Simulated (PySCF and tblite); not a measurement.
# C₄H₅F, numbered as in [CH:1]#[C:2][CH2:3][CH2:4][F:5]: conformational analysis

Free energies: PBE0-D3(BJ)/def2-TZVP on PBE0-D3(BJ)/def2-SVP structures plus GFN2-xTB thermal terms, symmetry and mirror images included. Conformers within 4 kcal/mol (GFN2-xTB free energy) were kept, 7 at most. GIAO shieldings: PBE0/pcSseg-2. Couplings: B3LYP/pcSseg-1 with pcJ-1 on H, F (gas phase; spin-dipole term only for pairs with B, N, F, Si or P). Couplings are for ¹⁹F, ¹H; a prime marks the second kind of pair between the same two sets of atoms. Shifts are against TMS (¹H), TMS (¹³C), CFCl3 (¹⁹F) at the same level. Programs: PySCF with density fitting and tblite.

Torsions listed: C2–C3–C4–F5. Of a mirror pair one member is shown.

| conformer | shape | symmetry | E(GFN2) kcal/mol | E(DFT) kcal/mol | G(298.15 K) kcal/mol | weight % | dipole D |
| --- | --- | --- | --- | --- | --- | --- | --- |
| 1 | 180° | Cs | 0.00 | 0.00 | 0.00 | 70.4 | 1.09 |
| 2 | 63° | C1 (pair) | 1.06 | 0.93 | 0.51 | 29.6 | 1.88 |

Weights (%) against temperature:

```
 T (K)     1     2  S(mix) cal/mol/K
   150  91.7   8.3              0.68
   200  83.6  16.4              1.11
   250  76.3  23.7              1.42
298.15  70.4  29.6              1.61
   400  61.6  38.4              1.85
```

Averaged shifts at 298.15 K. ¹H: 4.35 (H4, 2H), 2.56 (H3, 2H), 1.69 (H1, 1H) ppm. ¹³C: 84.9 (C4), 84.5 (C2), 77.0 (C1), 23.8 (C3) ppm. ¹⁹F: -235.3 (F5) ppm.

Averaged couplings (Hz): ³J(H3,F5) 12.7, ²J(H4,F5) 53.5, ⁴J(H1,H3) -4.4, ²J(H3,H3) -18.8, ³J(H3,H4) 10.6, ³J(H3,H4′) 6.6, ²J(H4,H4) -10.2. Computed couplings to fluorine can be off by tens of per cent at such levels.

Coordinates of conformer 1 (Å):

```xyz
10

C     2.307   -0.162   -0.138
C     1.132   -0.354    0.082
C    -0.291   -0.542    0.321
C    -1.124    0.594   -0.254
F    -2.449    0.356   -0.008
H     3.353   -0.004   -0.327
H    -0.627   -1.492   -0.127
H    -0.486   -0.617    1.404
H    -0.838    1.554    0.208
H    -0.968    0.673   -1.343
```

Unscaled ¹⁹F shifts at such levels can be off by tens of ppm; differences between conformers or isomers are more reliable. Shifts are unscaled: against experiment ¹³C can be off by 15 ppm or more and ¹H by 0.8 ppm.

Search and properties took 68 s on 1 thread of Arm Neoverse V1, shared host (rough), launched as `OMP_NUM_THREADS=1 python ens_run.py task.json out`.
